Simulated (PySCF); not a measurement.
Diaminoborane, BH5N2.
SMILES: `NBN`

Torsions of this conformer, `[NH2:1][BH:2][NH2:3]`: H–N1–B2–N3 180°, H–N1–B2–N3 -1°, H–N3–B2–N1 180°, H–N3–B2–N1 0°.

The closed-shell ground state was solved at several levels (PySCF, density fitting, gas phase, non-relativistic). Isolated species at its PBE0-D3(BJ)/def2-TZVP geometry, gas phase.

```csv
level,basis functions,total energy (Eh),HOMO (eV),LUMO (eV),gap (eV),dipole (D)
PBE0/pcSseg-2,178,-137.3390,-6.93,0.70,7.63,1.36
wB97X-D/aug-cc-pVTZ,253,-137.4609,-8.85,0.79,9.64,1.33
PBE0/aug-cc-pVTZ,253,-137.3359,-6.95,-0.13,6.82,1.33
```

Question: What might CAM-B3LYP/aug-cc-pVTZ (253 basis functions) give for the same quantities?

Answer: Total energy -137.4398 Eh, HOMO -8.38 eV, LUMO 0.19 eV, gap 8.57 eV, dipole 1.30 D.

Question: Over all these levels, which gives the widest orbital gap and which the narrowest?

Answer: wB97X-D/aug-cc-pVTZ (range-separated hybrid) has the widest, 9.64 eV, and PBE0/aug-cc-pVTZ (global hybrid, 25 % exact exchange) the narrowest, 6.82 eV. The two share the basis. From the narrowest to the widest the HOMO moves by -1.90 eV and the LUMO by +0.92 eV.

Question: How far do the dipole and the HOMO energy spread over the levels?

Answer: The dipole runs from 1.30 to 1.36 D (mean 1.33 D) and the HOMO from -8.85 to -6.93 eV.

Note: wB97X-D ran without an empirical dispersion term, which enters the total energy and its gradient alone.
